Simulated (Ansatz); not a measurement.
# CH3O+: geometry and frequencies at several levels

Wanted for CH3O+: geometry and frequencies at several levels. Charge +1.

Method: the levels named in each step, in Ansatz 0.2.0.

### 1 Starting point

Bond lengths: C1–O2 1.222 Å, C1–H3 1.100 Å, C1–H4 1.098 Å, O2–H5 0.993 Å. Angles: C1–O2–H5 121.5°, O2–C1–H3 117.1°, O2–C1–H4 125.1°, H3–C1–H4 117.8°.

Coordinates:

```xyz
5

C    -0.6152    0.2102   -0.0017
O     0.5250   -0.2288    0.0036
H    -1.4344   -0.5225    0.0395
H    -0.8813    1.2749   -0.0444
H     1.3135    0.3740   -0.0318
```

### 2 A rough first relaxation, PBE-D4/def2-SVP

input.yaml reads:

```yaml
crystal:
  periodic: [false, false, false]
  atoms:
    - { symbol: C, position_ang: [-0.61519, 0.21022, -0.00173] }
    - { symbol: O, position_ang: [0.52496, -0.22877, 0.00361] }
    - { symbol: H, position_ang: [-1.43444, -0.52254, 0.03952] }
    - { symbol: H, position_ang: [-0.88132, 1.27491, -0.04438] }
    - { symbol: H, position_ang: [1.31354, 0.37399, -0.03181] }
total_charge: 1
basis:
  gaussian: { orbitals: def2-SVP }
hamiltonian:
  xc: pbe
  dispersion: d4
relax:
  f_tol: 0.03
  max_steps: 200
```

Started as:

```console
ansatz run input.yaml --threads 2 --pin off --max-ram 5120MiB --backend cpu --events-out ev --progress --plain --runs-dir out
```

The runs that follow: Relaxation, PBE0-D4/def2-TZVPP; Relaxation, CCSD(T)/cc-pV(T+d)Z; Frequencies, CCSD(T)/cc-pV(T+d)Z; Relaxation, CCSD(T)/cc-pwCVTZ, all electrons.

What does the calculation give? Wanted: C1–O2 at CCSD(T)/cc-pwCVTZ, all electrons; frequencies at CCSD(T)/cc-pV(T+d)Z.

As calculated:

| quantity | value |
| --- | --- |
| C1–O2 at CCSD(T)/cc-pwCVTZ, all electrons | 1.249 Å |
| frequencies at CCSD(T)/cc-pV(T+d)Z | 1037 to 3615 cm⁻¹ |

The C–O distance spreads over 0.012 Å, from PBE0-D4/def2-TZVPP (shortest) to CCSD(T)/cc-pV(T+d)Z. No mode is imaginary, so the geometry is a minimum.
